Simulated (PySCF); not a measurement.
# The bond of MgF, level by level

An exercise on one series of results from a longer session: the logs are not shown, and one member is left open.

Program: PySCF 2.14.0. Level of theory: Mg x2c-TZVPPall, F x2c-TZVPPall, spin-free X2C with a Gaussian nucleus. These are calculated values, not measurements.

Set-up of the first run:

The job is set up so:

```
atoms                         : Mg, F
charge                        : 0
basis                         : Mg x2c-TZVPPall, F x2c-TZVPPall
Hamiltonian                   : spin-free X2C with a Gaussian nucleus
basis functions               : 63
electrons treated             : 21
masses in u                   : 23.9850, 18.9984
levels                        : PBE0, PBE, r²SCAN, r²SCAN0, MN15, PBEsol, revPBE, ωB97X, HF, MP2, SCS-MP2, CCSD, CCSD(T)
grid                          : 80 radial by 434 angular points
occupations                   : held fixed by the projection of orbital angular momentum
dissociation limit            : Mg + F, each in its ground configuration
starting distance in angstrom : 1.970
values of 2S to try           : 1, 3
```

On the command line:

```sh
$ OMP_NUM_THREADS=1 python dia.py task.json out
```

Steps of the session up to this table: The job; First curve: PBE0; Other states along the same grid; PBE; r²SCAN (meta-GGA); r²SCAN0 (hybrid meta-GGA); MN15 (hybrid meta-GGA); PBEsol (GGA); revPBE (GGA); ωB97X (range-separated hybrid); UHF; MP2 and coupled cluster.

One table of the session follows, with a row left open; its other results are not shown here.

Energy (eV) from each level's lowest point:

| R (Å) | UHF | UHF-MP2 | UHF-SCS-MP2 | UHF-CCSD | UHF-CCSD(T) |
| --- | --- | --- | --- | --- | --- |
| 1.519 | 0.825 | 0.948 | 0.947 | n/a | n/a |
| 1.589 | 0.336 | 0.424 | 0.423 | 0.394 | 0.406 |
| 1.660 | 0.084 | 0.136 | 0.135 | 0.119 | 0.126 |
| 1.713 | 0.007 | 0.033 | 0.032 | 0.024 | 0.028 |
| 1.766 | 0.000 | 0.000 | 0.000 | 0.000 | 0.000 |
| 1.819 | ? | ? | ? | ? | ? |
| 1.890 | 0.170 | 0.114 | 0.115 | 0.132 | 0.123 |
| 1.978 | 0.389 | 0.298 | 0.300 | 0.327 | 0.313 |
| 2.084 | 0.709 | 0.582 | 0.585 | 0.622 | 0.602 |
| 2.225 | 1.178 | 1.014 | 1.017 | n/a | n/a |

**Question.** Estimate the row for R (Å) = 1.819.

Worked estimate for «UHF». A straight line through the neighbours (1.766, 0.000) and (1.890, 0.170) gives 0.000 + (0.170 − 0.000) × (1.819 − 1.766) / (1.890 − 1.766) = 0.073; a parabola fitted to 4 rows on both sides gives 0.051.

The run gave: UHF: 0.047; UHF-MP2: 0.022; UHF-SCS-MP2: 0.022; UHF-CCSD: 0.030; UHF-CCSD(T): 0.026. In «UHF» the line misses by +0.026 and the parabola by +0.004.
